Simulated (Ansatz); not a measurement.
Geometry optimisation, Ansatz, RKS PBE/6-31G*.

The input (input.yaml):

```yaml
crystal:
  periodic: [false, false, false]
  atoms:
    - { symbol: Al, position_ang: [0.046636, -0.473491, -0.440062] }
    - { symbol: H, position_ang: [0.006075, -0.075629, 2.29255] }
    - { symbol: H, position_ang: [1.421839, 0.301192, -0.653317] }
    - { symbol: H, position_ang: [-1.399684, 0.10405, -0.823772] }
    - { symbol: O, position_ang: [0.191344, -2.094075, 0.234835] }
    - { symbol: H, position_ang: [-0.653391, -2.57896, 0.282154] }
    - { symbol: H, position_ang: [0.058481, -0.708186, 1.961613] }
basis:
  gaussian: { orbitals: "6-31G*" }
hamiltonian:
  xc: pbe
relax:
  f_tol: 0.03
  max_steps: 50
```

Command:

```bash
$ ansatz run input.yaml --threads 1 --pin off --max-ram 2048MiB --backend cpu --events-out ev --progress --plain --runs-dir out
```

Q: Where does it end, and by what steps?

A: The forces met the threshold. The force dipped under the threshold on the way, but the program's further checks kept it going. After 22 steps the energy has fallen by 0.119 eV; H2 moved furthest, 1.24 Å.

| step | energy less start (eV) | largest force component (eV/Å) | accepted |
| --- | --- | --- | --- |
| 0 | 0.0000 | 1.479 | yes |
| 1 | -0.0667 | 0.660 | yes |
| 2 | -0.0794 | 0.814 | yes |
| 3 | -0.0944 | 0.594 | yes |
| 4 | -0.0987 | 0.360 | yes |
| 5 | -0.0989 | 0.251 | yes |
| 6 | -0.1034 | 0.068 | yes |
| 7 | -0.1039 | 0.067 | yes |
| 8 | -0.1050 | 0.215 | yes |
| 9 | -0.1076 | 0.157 | yes |
| 10 | -0.1109 | 0.069 | yes |
| 11 | -0.1122 | 0.260 | yes |
| 12 | -0.1133 | 0.200 | yes |
| 13 | -0.1156 | 0.088 | yes |
| 14 | -0.1176 | 0.016 | yes |
| 15 | -0.1182 | 0.040 | yes |
| 16 | -0.1184 | 0.100 | yes |
| 17 | -0.1186 | 0.048 | yes |
| 18 | -0.1188 | 0.019 | yes |
| 19 | -0.1186 | 0.057 | no |
| 20 | -0.1190 | 0.012 | yes |
| 21 | -0.1192 | 0.037 | yes |
| 22 | -0.1193 | 0.027 | yes |

```xyz
7
Properties=species:S:1:pos:R:3
Al 0.066 -0.472 -1.008
H -0.102 -0.625 3.397
H 1.448 0.159 -1.492
H -1.375 -0.125 -1.624
O 0.190 -1.616 0.289
H -0.641 -2.023 0.596
H 0.086 -0.823 2.696
```

Whether the end is a true minimum wasn't checked by a vibrational analysis.

Run time: 19 s on 1 thread of Arm Neoverse V2 (shared host), peak memory 0.1 GiB.
